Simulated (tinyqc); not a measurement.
Worked calculation (part 2 of 4): UHF in the sto-6g basis, for CH3, spin multiplicity 2. Computed by tinyqc, a small Python program that keeps every step (integrals from PySCF). Command: `OMP_NUM_THREADS=1 python tinyqc.py 25895 25896 out.jsonl` (the two numbers bound the seeds that draw the settings). One thread of a shared host (Intel(R) Xeon(R) Processor @ 2.60GHz), about 0.2 s of CPU time with the checks.

Geometry (angstrom):
```
atom          x          y         z
C      0.000000   0.000000  0.111000
H      1.226000   0.000000  0.000000
H     -0.613000   1.062000  0.000000
H     -0.613000  -1.062000  0.000000
```

## Iteration 1: building the Fock matrix

D(alpha) at the start, order 1C 1s, 1C 2s, 1C 2px, 1C 2py, 1C 2pz, 2H 1s, 3H 1s, 4H 1s:
$$\begin{pmatrix}
1.022371 & -0.084965 & 0.000020 & 0.000000 & -0.013568 & -0.069863 & -0.069850 & -0.069850 \\
-0.084965 & 0.428722 & -0.000074 & 0.000000 & 0.047130 & 0.158465 & 0.158455 & 0.158455 \\
0.000020 & -0.000074 & 0.583925 & 0.000000 & 0.000009 & 0.233355 & -0.116689 & -0.116689 \\
0.000000 & 0.000000 & 0.000000 & 0.583965 & 0.000000 & 0.000000 & 0.202084 & -0.202084 \\
-0.013568 & 0.047130 & 0.000009 & 0.000000 & 0.996561 & -0.009243 & -0.009239 & -0.009239 \\
-0.069863 & 0.158465 & 0.233355 & 0.000000 & -0.009243 & 0.154048 & 0.014137 & 0.014137 \\
-0.069850 & 0.158455 & -0.116689 & 0.202084 & -0.009239 & 0.014137 & 0.154000 & 0.014136 \\
-0.069850 & 0.158455 & -0.116689 & -0.202084 & -0.009239 & 0.014137 & 0.014136 & 0.154000
\end{pmatrix}$$

D(beta) at the start, order 1C 1s, 1C 2s, 1C 2px, 1C 2py, 1C 2pz, 2H 1s, 3H 1s, 4H 1s:
$$\begin{pmatrix}
1.021824 & -0.083115 & 0.000020 & 0.000000 & 0.009748 & -0.069798 & -0.069785 & -0.069785 \\
-0.083115 & 0.422466 & -0.000075 & 0.000000 & -0.031734 & 0.158245 & 0.158234 & 0.158234 \\
0.000020 & -0.000075 & 0.583925 & 0.000000 & 0.000004 & 0.233355 & -0.116689 & -0.116689 \\
0.000000 & 0.000000 & 0.000000 & 0.583965 & 0.000000 & 0.000000 & 0.202084 & -0.202084 \\
0.009748 & -0.031734 & 0.000004 & 0.000000 & 0.002396 & -0.012022 & -0.012020 & -0.012020 \\
-0.069798 & 0.158245 & 0.233355 & 0.000000 & -0.012022 & 0.154040 & 0.014130 & 0.014130 \\
-0.069785 & 0.158234 & -0.116689 & 0.202084 & -0.012020 & 0.014130 & 0.153992 & 0.014128 \\
-0.069785 & 0.158234 & -0.116689 & -0.202084 & -0.012020 & 0.014130 & 0.014128 & 0.153992
\end{pmatrix}$$

core Hamiltonian H = T + V (hartree), order 1C 1s, 1C 2s, 1C 2px, 1C 2py, 1C 2pz, 2H 1s, 3H 1s, 4H 1s:
$$\begin{pmatrix}
-19.228781 & -4.424845 & -0.000007 & 0.000000 & 0.003790 & -0.857376 & -0.856948 & -0.856948 \\
-4.424845 & -5.938117 & -0.000066 & 0.000000 & 0.038841 & -2.112874 & -2.112163 & -2.112163 \\
-0.000007 & -0.000066 & -4.999621 & 0.000000 & 0.000007 & -1.835067 & 0.917119 & 0.917119 \\
0.000000 & 0.000000 & 0.000000 & -4.999619 & 0.000000 & 0.000000 & -1.588903 & 1.588903 \\
0.003790 & 0.038841 & 0.000007 & 0.000000 & -4.853923 & 0.173822 & 0.173747 & 0.173747 \\
-0.857376 & -2.112874 & -1.835067 & 0.000000 & 0.173822 & -3.517201 & -0.477309 & -0.477309 \\
-0.856948 & -2.112163 & 0.917119 & -1.588903 & 0.173747 & -0.477309 & -3.516733 & -0.477014 \\
-0.856948 & -2.112163 & 0.917119 & 1.588903 & 0.173747 & -0.477309 & -0.477014 & -3.516733
\end{pmatrix}$$

nuclear repulsion = 8.48427466 hartree

Given earlier and not repeated: Two-electron integrals (ij|kl) in chemists' order.

J_ij = sum D_kl (ij|kl) with D = D(alpha) + D(beta), K_ij = sum D_kl (ik|jl) for each spin; F = H + J - K(s); E = tr D H + tr D J / 2 - 0.5 sum_s tr D(s) K(s) + E_nn.

Coulomb J (hartree), order 1C 1s, 1C 2s, 1C 2px, 1C 2py, 1C 2pz, 2H 1s, 3H 1s, 4H 1s:
$$\begin{pmatrix}
12.106475 & 2.243437 & 0.000002 & 0.000000 & -0.003356 & 0.442107 & 0.441885 & 0.441885 \\
2.243437 & 5.632887 & 0.000024 & 0.000000 & -0.027017 & 1.965887 & 1.965222 & 1.965222 \\
0.000002 & 0.000024 & 5.665336 & 0.000000 & -0.000002 & 1.842636 & -0.920898 & -0.920898 \\
0.000000 & 0.000000 & 0.000000 & 5.665337 & 0.000000 & 0.000000 & 1.595432 & -1.595432 \\
-0.003356 & -0.027017 & -0.000002 & 0.000000 & 5.567986 & -0.172074 & -0.171997 & -0.171997 \\
0.442107 & 1.965887 & 1.842636 & 0.000000 & -0.172074 & 3.723789 & 0.427053 & 0.427053 \\
0.441885 & 1.965222 & -0.920898 & 1.595432 & -0.171997 & 0.427053 & 3.723281 & 0.426784 \\
0.441885 & 1.965222 & -0.920898 & -1.595432 & -0.171997 & 0.427053 & 0.426784 & 3.723281
\end{pmatrix}$$

exchange K(alpha) (hartree), order 1C 1s, 1C 2s, 1C 2px, 1C 2py, 1C 2pz, 2H 1s, 3H 1s, 4H 1s:
$$\begin{pmatrix}
3.599697 & 0.616591 & 0.000001 & 0.000000 & -0.001193 & 0.126327 & 0.126264 & 0.126264 \\
0.616591 & 0.931021 & 0.000003 & 0.000000 & 0.007757 & 0.400027 & 0.399913 & 0.399913 \\
0.000001 & 0.000003 & 0.769940 & 0.000000 & 0.000000 & 0.362703 & -0.181290 & -0.181290 \\
0.000000 & 0.000000 & 0.000000 & 0.769942 & 0.000000 & 0.000000 & 0.314059 & -0.314059 \\
-0.001193 & 0.007757 & 0.000000 & 0.000000 & 0.838737 & -0.029943 & -0.029931 & -0.029931 \\
0.126327 & 0.400027 & 0.362703 & 0.000000 & -0.029943 & 0.487389 & 0.097681 & 0.097681 \\
0.126264 & 0.399913 & -0.181290 & 0.314059 & -0.029931 & 0.097681 & 0.487227 & 0.097622 \\
0.126264 & 0.399913 & -0.181290 & -0.314059 & -0.029931 & 0.097681 & 0.097622 & 0.487227
\end{pmatrix}$$

exchange K(beta) (hartree), order 1C 1s, 1C 2s, 1C 2px, 1C 2py, 1C 2pz, 2H 1s, 3H 1s, 4H 1s:
$$\begin{pmatrix}
3.577961 & 0.585128 & 0.000001 & 0.000000 & 0.000550 & 0.119718 & 0.119658 & 0.119658 \\
0.585128 & 0.790290 & 0.000002 & 0.000000 & -0.049062 & 0.365980 & 0.365880 & 0.365880 \\
0.000001 & 0.000002 & 0.733068 & 0.000000 & -0.000004 & 0.354362 & -0.177122 & -0.177122 \\
0.000000 & 0.000000 & 0.000000 & 0.733069 & 0.000000 & 0.000000 & 0.306838 & -0.306838 \\
0.000550 & -0.049062 & -0.000004 & 0.000000 & 0.168964 & -0.030826 & -0.030814 & -0.030814 \\
0.119718 & 0.365980 & 0.354362 & 0.000000 & -0.030826 & 0.475258 & 0.089867 & 0.089867 \\
0.119658 & 0.365880 & -0.177122 & 0.306838 & -0.030814 & 0.089867 & 0.475105 & 0.089812 \\
0.119658 & 0.365880 & -0.177122 & -0.306838 & -0.030814 & 0.089867 & 0.089812 & 0.475105
\end{pmatrix}$$

F(alpha) (hartree), order 1C 1s, 1C 2s, 1C 2px, 1C 2py, 1C 2pz, 2H 1s, 3H 1s, 4H 1s:
$$\begin{pmatrix}
-10.722003 & -2.797999 & -0.000007 & 0.000000 & 0.001626 & -0.541596 & -0.541326 & -0.541326 \\
-2.797999 & -1.236251 & -0.000046 & 0.000000 & 0.004067 & -0.547014 & -0.546855 & -0.546855 \\
-0.000007 & -0.000046 & -0.104225 & 0.000000 & 0.000004 & -0.355134 & 0.177511 & 0.177511 \\
0.000000 & 0.000000 & 0.000000 & -0.104224 & 0.000000 & 0.000000 & -0.307530 & 0.307530 \\
0.001626 & 0.004067 & 0.000004 & 0.000000 & -0.124673 & 0.031692 & 0.031681 & 0.031681 \\
-0.541596 & -0.547014 & -0.355134 & 0.000000 & 0.031692 & -0.280801 & -0.147936 & -0.147936 \\
-0.541326 & -0.546855 & 0.177511 & -0.307530 & 0.031681 & -0.147936 & -0.280679 & -0.147851 \\
-0.541326 & -0.546855 & 0.177511 & 0.307530 & 0.031681 & -0.147936 & -0.147851 & -0.280679
\end{pmatrix}$$

F(beta) (hartree), order 1C 1s, 1C 2s, 1C 2px, 1C 2py, 1C 2pz, 2H 1s, 3H 1s, 4H 1s:
$$\begin{pmatrix}
-10.700267 & -2.766536 & -0.000007 & 0.000000 & -0.000117 & -0.534988 & -0.534721 & -0.534721 \\
-2.766536 & -1.095520 & -0.000045 & 0.000000 & 0.060886 & -0.512967 & -0.512821 & -0.512821 \\
-0.000007 & -0.000045 & -0.067353 & 0.000000 & 0.000008 & -0.346793 & 0.173343 & 0.173343 \\
0.000000 & 0.000000 & 0.000000 & -0.067351 & 0.000000 & 0.000000 & -0.300308 & 0.300308 \\
-0.000117 & 0.060886 & 0.000008 & 0.000000 & 0.545099 & 0.032574 & 0.032564 & 0.032564 \\
-0.534988 & -0.512967 & -0.346793 & 0.000000 & 0.032574 & -0.268670 & -0.140123 & -0.140123 \\
-0.534721 & -0.512821 & 0.173343 & -0.300308 & 0.032564 & -0.140123 & -0.268556 & -0.140042 \\
-0.534721 & -0.512821 & 0.173343 & 0.300308 & 0.032564 & -0.140123 & -0.140042 & -0.268556
\end{pmatrix}$$

total energy of this density = -39.15956748 hartree

This density is the starting one.

## Iteration 1: diagonalisation and new density

X, order 1C 1s, 1C 2s, 1C 2px, 1C 2py, 1C 2pz, 2H 1s, 3H 1s, 4H 1s:
$$\begin{pmatrix}
-0.346476 & 0.000313 & 0.000000 & 0.857418 & 0.436056 & -0.000076 & 0.000000 & 0.179349 \\
1.284052 & -0.000870 & 0.000000 & -0.044400 & 0.068454 & -0.000141 & 0.000000 & 0.474786 \\
0.000898 & 1.011803 & 0.000000 & -0.000012 & 0.000005 & 0.612655 & 0.000000 & 0.000130 \\
0.000000 & 0.000000 & 1.011788 & 0.000000 & 0.000000 & 0.000000 & 0.612627 & 0.000000 \\
-0.104744 & 0.000060 & 0.000000 & -0.470145 & 0.879090 & 0.000005 & 0.000000 & -0.038551 \\
-0.610380 & -0.909557 & 0.000000 & -0.166650 & -0.084880 & 0.454064 & 0.000000 & 0.301704 \\
-0.609190 & 0.455401 & -0.787985 & -0.166714 & -0.084912 & -0.227151 & 0.393313 & 0.301542 \\
-0.609190 & 0.455401 & 0.787985 & -0.166714 & -0.084912 & -0.227151 & -0.393313 & 0.301542
\end{pmatrix}$$

overlap S, order 1C 1s, 1C 2s, 1C 2px, 1C 2py, 1C 2pz, 2H 1s, 3H 1s, 4H 1s:
$$\begin{pmatrix}
1.000000 & 0.243228 & 0.000000 & 0.000000 & 0.000000 & 0.046790 & 0.046767 & 0.046767 \\
0.243228 & 1.000000 & 0.000000 & 0.000000 & 0.000000 & 0.413567 & 0.413453 & 0.413453 \\
0.000000 & 0.000000 & 1.000000 & 0.000000 & 0.000000 & 0.414169 & -0.207007 & -0.207007 \\
0.000000 & 0.000000 & 0.000000 & 1.000000 & 0.000000 & 0.000000 & 0.358631 & -0.358631 \\
0.000000 & 0.000000 & 0.000000 & 0.000000 & 1.000000 & -0.037498 & -0.037484 & -0.037484 \\
0.046790 & 0.413567 & 0.414169 & 0.000000 & -0.037498 & 1.000000 & 0.098179 & 0.098179 \\
0.046767 & 0.413453 & -0.207007 & 0.358631 & -0.037484 & 0.098179 & 1.000000 & 0.098118 \\
0.046767 & 0.413453 & -0.207007 & -0.358631 & -0.037484 & 0.098179 & 0.098118 & 1.000000
\end{pmatrix}$$

Diagonalise F' = X^T F X, C = X C', fill 5 alpha and 4 beta electrons from the bottom; D(s) = C_occ C_occ^T; the new density keeps 0.5 of the old one (damping). Each column has its largest component positive (the first on a tie).

F' = X^T F X (alpha) (hartree):
$$\begin{pmatrix}
0.413674 & 0.000429 & 0.000000 & 1.038769 & 0.518123 & -0.000030 & 0.000000 & 0.231576 \\
0.000429 & 0.709184 & 0.000000 & -0.001222 & -0.000625 & 0.069907 & 0.000000 & -0.000328 \\
0.000000 & 0.000000 & 0.709096 & 0.000000 & 0.000000 & 0.000000 & 0.069882 & 0.000000 \\
1.038769 & -0.001222 & 0.000000 & -7.293698 & -3.848705 & 0.000951 & 0.000000 & -2.888400 \\
0.518123 & -0.000625 & 0.000000 & -3.848705 & -2.193496 & 0.000517 & 0.000000 & -1.573009 \\
-0.000030 & 0.069907 & 0.000000 & 0.000951 & 0.000517 & -0.376603 & 0.000000 & 0.000430 \\
0.000000 & 0.000000 & 0.069882 & 0.000000 & 0.000000 & 0.000000 & -0.376614 & 0.000000 \\
0.231576 & -0.000328 & 0.000000 & -2.888400 & -1.573009 & 0.000430 & 0.000000 & -1.905566
\end{pmatrix}$$

orbital energies (alpha) (hartree): MO1 -10.726347, MO2 -0.693184, MO3 -0.381094, MO4 -0.381086, MO5 -0.127256, MO6 0.567699, MO7 0.713575, MO8 0.713667

coefficients C (alpha), order 1C 1s, 1C 2s, 1C 2px, 1C 2py, 1C 2pz, 2H 1s, 3H 1s, 4H 1s:
$$\begin{pmatrix}
0.994175 & -0.207106 & 0.000000 & 0.000026 & -0.023203 & -0.213787 & 0.000000 & -0.000216 \\
0.026020 & 0.645771 & 0.000000 & -0.000128 & 0.110826 & 1.204527 & 0.000000 & 0.001319 \\
0.000002 & 0.000060 & 0.000000 & 0.546657 & 0.000014 & -0.000918 & 0.000000 & 1.048932 \\
0.000000 & 0.000000 & 0.546649 & 0.000000 & 0.000000 & 0.000000 & 1.048905 & 0.000000 \\
-0.000692 & -0.011491 & 0.000000 & -0.000010 & 0.992582 & -0.144716 & 0.000000 & -0.000157 \\
-0.005057 & 0.248281 & 0.000000 & 0.511401 & -0.036858 & -0.658422 & 0.000000 & -0.879747 \\
-0.005055 & 0.248187 & 0.442914 & -0.255758 & -0.036868 & -0.659599 & -0.761211 & 0.438824 \\
-0.005055 & 0.248187 & -0.442914 & -0.255758 & -0.036868 & -0.659599 & 0.761211 & 0.438824
\end{pmatrix}$$

F' = X^T F X (beta) (hartree):
$$\begin{pmatrix}
0.492048 & 0.000385 & 0.000000 & 1.039189 & 0.529581 & -0.000032 & 0.000000 & 0.305594 \\
0.000385 & 0.729256 & 0.000000 & -0.001220 & -0.000636 & 0.088865 & 0.000000 & -0.000380 \\
0.000000 & 0.000000 & 0.729169 & 0.000000 & 0.000000 & 0.000000 & 0.088840 & 0.000000 \\
1.039189 & -0.001220 & 0.000000 & -7.129441 & -4.124356 & 0.000950 & 0.000000 & -2.885168 \\
0.529581 & -0.000636 & 0.000000 & -4.124356 & -1.666173 & 0.000512 & 0.000000 & -1.560338 \\
-0.000032 & 0.088865 & 0.000000 & 0.000950 & 0.000512 & -0.354468 & 0.000000 & 0.000419 \\
0.000000 & 0.000000 & 0.088840 & 0.000000 & 0.000000 & 0.000000 & -0.354481 & 0.000000 \\
0.305594 & -0.000380 & 0.000000 & -2.885168 & -1.560338 & 0.000419 & 0.000000 & -1.829946
\end{pmatrix}$$

orbital energies (beta) (hartree): MO1 -10.703460, MO2 -0.611983, MO3 -0.361716, MO4 -0.361706, MO5 0.542623, MO6 0.639306, MO7 0.736404, MO8 0.736495

coefficients C (beta), order 1C 1s, 1C 2s, 1C 2px, 1C 2py, 1C 2pz, 2H 1s, 3H 1s, 4H 1s:
$$\begin{pmatrix}
0.995062 & -0.191886 & 0.000000 & 0.000029 & -0.077642 & -0.211009 & 0.000000 & -0.000325 \\
0.022186 & 0.573899 & 0.000000 & -0.000131 & 0.398180 & 1.180028 & 0.000000 & 0.001913 \\
0.000002 & 0.000072 & 0.000000 & 0.528488 & -0.000155 & -0.001429 & 0.000000 & 1.058202 \\
0.000000 & 0.000000 & 0.528479 & 0.000000 & 0.000000 & 0.000000 & 1.058176 & 0.000000 \\
-0.000535 & -0.037342 & 0.000000 & 0.000005 & 0.936144 & -0.358516 & 0.000000 & -0.000370 \\
-0.004327 & 0.285561 & 0.000000 & 0.526467 & -0.167259 & -0.621723 & 0.000000 & -0.871083 \\
-0.004325 & 0.285442 & 0.455975 & -0.263315 & -0.167463 & -0.623496 & -0.753460 & 0.434062 \\
-0.004325 & 0.285442 & -0.455975 & -0.263315 & -0.167463 & -0.623496 & 0.753460 & 0.434062
\end{pmatrix}$$

D(alpha) after iteration 1, order 1C 1s, 1C 2s, 1C 2px, 1C 2py, 1C 2pz, 2H 1s, 3H 1s, 4H 1s:
$$\begin{pmatrix}
1.027094 & -0.097706 & 0.000012 & 0.000000 & -0.017454 & -0.062722 & -0.062714 & -0.062714 \\
-0.097706 & 0.429351 & -0.000052 & 0.000000 & 0.074848 & 0.157258 & 0.157271 & 0.157271 \\
0.000012 & -0.000052 & 0.441379 & 0.000000 & 0.000008 & 0.256465 & -0.128244 & -0.128244 \\
0.000000 & 0.000000 & 0.000000 & 0.441395 & 0.000000 & 0.000000 & 0.222101 & -0.222101 \\
-0.017454 & 0.074848 & 0.000008 & 0.000000 & 0.990956 & -0.024341 & -0.024340 & -0.024340 \\
-0.062722 & 0.157258 & 0.256465 & 0.000000 & -0.024341 & 0.239303 & -0.026827 & -0.026827 \\
-0.062714 & 0.157271 & -0.128244 & 0.222101 & -0.024340 & -0.026827 & 0.239283 & -0.026821 \\
-0.062714 & 0.157271 & -0.128244 & -0.222101 & -0.024340 & -0.026827 & -0.026821 & 0.239283
\end{pmatrix}$$

D(beta) after iteration 1, order 1C 1s, 1C 2s, 1C 2px, 1C 2py, 1C 2pz, 2H 1s, 3H 1s, 4H 1s:
$$\begin{pmatrix}
1.024396 & -0.085581 & 0.000012 & 0.000000 & 0.008191 & -0.064442 & -0.064434 & -0.064434 \\
-0.085581 & 0.376159 & -0.000051 & 0.000000 & -0.026588 & 0.160981 & 0.160994 & 0.160994 \\
0.000012 & -0.000051 & 0.431612 & 0.000000 & 0.000002 & 0.255804 & -0.127914 & -0.127914 \\
0.000000 & 0.000000 & 0.000000 & 0.431628 & 0.000000 & 0.000000 & 0.221529 & -0.221529 \\
0.008191 & -0.026588 & 0.000002 & 0.000000 & 0.001895 & -0.011340 & -0.011339 & -0.011339 \\
-0.064442 & 0.160981 & 0.255804 & 0.000000 & -0.011340 & 0.256386 & -0.021484 & -0.021484 \\
-0.064434 & 0.160994 & -0.127914 & 0.221529 & -0.011339 & -0.021484 & 0.256368 & -0.021477 \\
-0.064434 & 0.160994 & -0.127914 & -0.221529 & -0.011339 & -0.021484 & -0.021477 & 0.256368
\end{pmatrix}$$

Within a degenerate level the vectors are fixed only up to a rotation; this is one choice.

## Iteration 2: building the Fock matrix

As before.

Coulomb J (hartree), order 1C 1s, 1C 2s, 1C 2px, 1C 2py, 1C 2pz, 2H 1s, 3H 1s, 4H 1s:
$$\begin{pmatrix}
11.857506 & 2.185556 & 0.000004 & 0.000000 & -0.002758 & 0.431042 & 0.430825 & 0.430825 \\
2.185556 & 5.500407 & 0.000033 & 0.000000 & -0.027484 & 1.934982 & 1.934331 & 1.934331 \\
0.000004 & 0.000033 & 5.532736 & 0.000000 & -0.000003 & 1.822500 & -0.910835 & -0.910835 \\
0.000000 & 0.000000 & 0.000000 & 5.532741 & 0.000000 & 0.000000 & 1.578003 & -1.578003 \\
-0.002758 & -0.027484 & -0.000003 & 0.000000 & 5.435742 & -0.170574 & -0.170498 & -0.170498 \\
0.431042 & 1.934982 & 1.822500 & 0.000000 & -0.170574 & 3.731097 & 0.421290 & 0.421290 \\
0.430825 & 1.934331 & -0.910835 & 1.578003 & -0.170498 & 0.421290 & 3.730638 & 0.421024 \\
0.430825 & 1.934331 & -0.910835 & -1.578003 & -0.170498 & 0.421290 & 0.421024 & 3.730638
\end{pmatrix}$$

exchange K(alpha) (hartree), order 1C 1s, 1C 2s, 1C 2px, 1C 2py, 1C 2pz, 2H 1s, 3H 1s, 4H 1s:
$$\begin{pmatrix}
3.601529 & 0.604532 & 0.000001 & 0.000000 & -0.000695 & 0.124941 & 0.124879 & 0.124879 \\
0.604532 & 0.902843 & 0.000016 & 0.000000 & 0.015478 & 0.399010 & 0.398901 & 0.398901 \\
0.000001 & 0.000016 & 0.703237 & 0.000000 & -0.000002 & 0.367944 & -0.183912 & -0.183912 \\
0.000000 & 0.000000 & 0.000000 & 0.703228 & 0.000000 & 0.000000 & 0.318602 & -0.318602 \\
-0.000695 & 0.015478 & -0.000002 & 0.000000 & 0.828228 & -0.031943 & -0.031931 & -0.031931 \\
0.124941 & 0.399010 & 0.367944 & 0.000000 & -0.031943 & 0.538417 & 0.091359 & 0.091359 \\
0.124879 & 0.398901 & -0.183912 & 0.318602 & -0.031931 & 0.091359 & 0.538290 & 0.091302 \\
0.124879 & 0.398901 & -0.183912 & -0.318602 & -0.031931 & 0.091359 & 0.091302 & 0.538290
\end{pmatrix}$$

exchange K(beta) (hartree), order 1C 1s, 1C 2s, 1C 2px, 1C 2py, 1C 2pz, 2H 1s, 3H 1s, 4H 1s:
$$\begin{pmatrix}
3.577658 & 0.572539 & 0.000001 & 0.000000 & -0.000057 & 0.118305 & 0.118246 & 0.118246 \\
0.572539 & 0.746188 & 0.000018 & 0.000000 & -0.047260 & 0.363906 & 0.363812 & 0.363812 \\
0.000001 & 0.000018 & 0.658115 & 0.000000 & -0.000005 & 0.360279 & -0.180081 & -0.180081 \\
0.000000 & 0.000000 & 0.000000 & 0.658105 & 0.000000 & 0.000000 & 0.311965 & -0.311965 \\
-0.000057 & -0.047260 & -0.000005 & 0.000000 & 0.155167 & -0.031067 & -0.031056 & -0.031056 \\
0.118305 & 0.363906 & 0.360279 & 0.000000 & -0.031067 & 0.535976 & 0.084747 & 0.084747 \\
0.118246 & 0.363812 & -0.180081 & 0.311965 & -0.031056 & 0.084747 & 0.535861 & 0.084693 \\
0.118246 & 0.363812 & -0.180081 & -0.311965 & -0.031056 & 0.084747 & 0.084693 & 0.535861
\end{pmatrix}$$

F(alpha) (hartree), order 1C 1s, 1C 2s, 1C 2px, 1C 2py, 1C 2pz, 2H 1s, 3H 1s, 4H 1s:
$$\begin{pmatrix}
-10.972804 & -2.843821 & -0.000005 & 0.000000 & 0.001727 & -0.551275 & -0.551002 & -0.551002 \\
-2.843821 & -1.340554 & -0.000049 & 0.000000 & -0.004122 & -0.576903 & -0.576733 & -0.576733 \\
-0.000005 & -0.000049 & -0.170122 & 0.000000 & 0.000006 & -0.380511 & 0.190196 & 0.190196 \\
0.000000 & 0.000000 & 0.000000 & -0.170105 & 0.000000 & 0.000000 & -0.329501 & 0.329501 \\
0.001727 & -0.004122 & 0.000006 & 0.000000 & -0.246408 & 0.035191 & 0.035180 & 0.035180 \\
-0.551275 & -0.576903 & -0.380511 & 0.000000 & 0.035191 & -0.324521 & -0.147377 & -0.147377 \\
-0.551002 & -0.576733 & 0.190196 & -0.329501 & 0.035180 & -0.147377 & -0.324385 & -0.147291 \\
-0.551002 & -0.576733 & 0.190196 & 0.329501 & 0.035180 & -0.147377 & -0.147291 & -0.324385
\end{pmatrix}$$

F(beta) (hartree), order 1C 1s, 1C 2s, 1C 2px, 1C 2py, 1C 2pz, 2H 1s, 3H 1s, 4H 1s:
$$\begin{pmatrix}
-10.948933 & -2.811828 & -0.000005 & 0.000000 & 0.001089 & -0.544639 & -0.544368 & -0.544368 \\
-2.811828 & -1.183898 & -0.000051 & 0.000000 & 0.058617 & -0.541799 & -0.541644 & -0.541644 \\
-0.000005 & -0.000051 & -0.125000 & 0.000000 & 0.000009 & -0.372846 & 0.186365 & 0.186365 \\
0.000000 & 0.000000 & 0.000000 & -0.124983 & 0.000000 & 0.000000 & -0.322864 & 0.322864 \\
0.001089 & 0.058617 & 0.000009 & 0.000000 & 0.426653 & 0.034316 & 0.034304 & 0.034304 \\
-0.544639 & -0.541799 & -0.372846 & 0.000000 & 0.034316 & -0.322081 & -0.140765 & -0.140765 \\
-0.544368 & -0.541644 & 0.186365 & -0.322864 & 0.034304 & -0.140765 & -0.321956 & -0.140683 \\
-0.544368 & -0.541644 & 0.186365 & 0.322864 & 0.034304 & -0.140765 & -0.140683 & -0.321956
\end{pmatrix}$$

total energy of this density = -39.28080651 hartree

This density is a damped mixture and is not idempotent.
